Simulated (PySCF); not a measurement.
Structure problem from calculated spectra and properties.

Formula: C5H8O.

| Property | Result |
| --- | --- |
| Dipole | 2.69 D [B97-2/pcSseg-2] |
| Rotational structure | rotational constants A, B, C: 9.691, 2.124, 1.780 GHz [PBE0-D3(BJ)/def2-TZVP] |
| NMR, other nuclei | isotropic shieldings of nuclei other than C and H, by class: -262 (1 O) ppm [GIAO B97-2/pcSseg-2] |
| 1H NMR | chemical shifts (computed TMS as zero) by class: 6.95 (1 H), 6.74 (1 H), 5.81 (1 H), 2.56 (2 H), 1.07 (3 H) ppm [GIAO B97-2/pcSseg-2] |
| 13C NMR | chemical shifts (computed TMS as zero) by class: 205.0 (1 C), 140.9 (1 C), 136.6 (1 C), 41.8 (1 C), 9.7 (1 C) ppm [GIAO B97-2/pcSseg-2] |

The electronic properties come from PySCF, for the isolated species, density fitting. Levels stand in brackets. The structure is a single PBE0-D3(BJ)/def2-TZVP conformer in the gas phase; no vibrational or solvent corrections. NMR classes are plain means over equivalent atoms (diastereotopic ones count apart unless rotation or inversion swaps them), as if these changed places fast.

Q: Give a SMILES that accounts for the data.

A: Numbering: `[CH2:1]=[CH:2][C:3](=[O:4])[CH2:5][CH3:6]`. Its formula, C5H8O, gives 2 degrees of unsaturation: 0 rings and 2 π bonds in the structure found. 5 carbons fall into 5 classes; from least to most shielded: ketone carbonyl carbon [C3] (205.0 ppm), alkene CH carbon [C2] (140.9 ppm), terminal =CH2 carbon [C1] (136.6 ppm), sp3 carbon next to a carbonyl [C5] (41.8 ppm), methyl carbon [C6] (9.7 ppm). Hydrogen classes from least to most shielded: 1 H on a terminal =CH2 carbon, C1 (6.95 ppm), 1 H on an alkene CH carbon, C2 (6.74 ppm), 1 H on a terminal =CH2 carbon, C1 (5.81 ppm), 2 H on an sp3 carbon next to a carbonyl, C5 (2.56 ppm), 3 H on a methyl carbon, C6 (1.07 ppm). The other shieldings belong to: -262 ppm, ketone oxygen [O4]. By its constants the optimised geometry is an asymmetric top. Structure: `CCC(=O)C=C`. Computed isomers that give other values at the same levels: `C/C=C/C(C)=O` (13C chemical shifts (computed TMS as zero) by class: 201.0 (1 C), 154.0 (1 C), 134.6 (1 C), 32.7 (1 C), 21.8 (1 C) ppm). The assignments are read from this structure; whether some other isomer fits the data as well wasn't checked.

Shape of the structure used: `[CH2:1]=[CH:2][C:3](=[O:4])[CH2:5][CH3:6]`: C1–C2–C3–O4 -3°, C2–C3–C5–C6 180°.
